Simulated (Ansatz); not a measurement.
# B2HCl (triplet): wave-function methods side by side, def2-QZVPP

The task here is to estimate one member of a computed series from the others.

Program: Ansatz 0.2.0, Gaussian basis. Level of theory: def2-QZVPP, core rule «outside noble gas», up to 7 orbitals frozen. These are calculated values, not measurements.

The runs, in order: UHF; ROHF; CCSD(T) on UHF.

2 further runs of the same task are left out: 2 set aside as unsound or not needed.

**What is computed**

The geometry is a PBE0/def2-TZVP stationary point (not a proven minimum) of the parent state, kept for this charge and spin.

4 atoms, charge 0, spin multiplicity 3.

Atoms are counted from 1 here; the program's logs count them from 0.

Bond lengths: B1–B2 1.516 Å, B1–H4 1.174 Å, B2–Cl3 1.678 Å. Angles: B2–B1–H4 180.0°, B1–B2–Cl3 180.0°.

Set-up of the first run:

Contents of in.yaml:

```yaml
crystal:
  periodic: [false, false, false]
  atoms:
    - {symbol: B, position_ang: [0.000000, 0.000000, 0.883625]}
    - {symbol: B, position_ang: [0.000000, 0.000000, -0.631972]}
    - {symbol: Cl, position_ang: [0.000000, 0.000000, -2.309722]}
    - {symbol: H, position_ang: [0.000000, 0.000000, 2.058069]}
basis:
  gaussian: {orbitals: "def2-QZVPP.json"}
magnetization: {spin_polarized: true, initial_magnetization: 2}
hamiltonian: {xc: hf}
output: {orbitals: {seedname: orbitals}}
```

On the command line:

```console
ansatz run in.yaml --threads 1 --pin off --events-out ev --progress --plain --max-ram 2393MiB
```

Steps of the session up to this table: UHF; ROHF; CCSD(T) on UHF.

One table of the session follows, with a row left open; its other results are not shown here.

```
  method  from UCCSD(T) (meV)
    ROHF                    ?
     UHF             +11434.6
    UMP2              +1392.7
   UCCSD               +523.8
UCCSD(T)                    0
```

**Question.** Estimate the row for ROHF.

**Answer.** from UCCSD(T) (meV): +11539.8. In the column «from UCCSD(T) (meV)» it is the highest.
